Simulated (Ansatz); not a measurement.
`CSC(C)C`, relaxed with RKS PBE0-D4/def2-TZVP in Ansatz from a PBE-D4/def2-SVP geometry. The force threshold is 0.005 eV/Å; the program also tests the step.

Total charge 0; spin multiplicity 1.

Start:

```xyz
15

C    -1.931    0.806    0.031
S    -1.436   -0.933    0.237
C     0.405   -0.834    0.095
C     0.863   -0.407   -1.301
C     1.037    0.000    1.212
H    -1.544    1.456    0.843
H    -1.624    1.218   -0.952
H    -3.037    0.814    0.080
H     0.681   -1.901    0.249
H     1.969   -0.474   -1.386
H     0.583    0.645   -1.515
H     0.412   -1.048   -2.084
H     0.696   -0.341    2.209
H     2.145   -0.075    1.174
H     0.780    1.074    1.109
```

| step | energy (eV) | largest force (eV/Å) | largest move (Å) |
| --- | --- | --- | --- |
| 1 | -15139.8363 | 0.658 | 0.000 |
| 2 | -15139.8977 | 0.255 | 0.028 |
| 3 | -15139.9049 | 0.089 | 0.017 |
| 4 | -15139.9052 | 0.036 | 0.009 |
| 5 | -15139.9053 | 0.004 | 0.009 |
| 6 | -15139.9053 | 0.004 | 0.004 |
| 7 | -15139.9053 | 0.005 | 0.016 |
| 8 | -15139.9053 | 0.003 | 0.005 |

End:

```xyz
15

C    -1.911    0.797    0.015
S    -1.419   -0.916    0.246
C     0.393   -0.829    0.101
C     0.850   -0.393   -1.280
C     1.031   -0.005    1.205
H    -1.506    1.448    0.791
H    -1.635    1.174   -0.970
H    -2.999    0.808    0.093
H     0.668   -1.880    0.244
H     1.939   -0.467   -1.360
H     0.582    0.649   -1.475
H     0.403   -1.012   -2.059
H     0.711   -0.349    2.190
H     2.122   -0.077    1.149
H     0.771    1.052    1.110
```

Run time 36 s (4 threads of an Arm Neoverse V1 on a shared host); peak host memory 0.65 GiB.
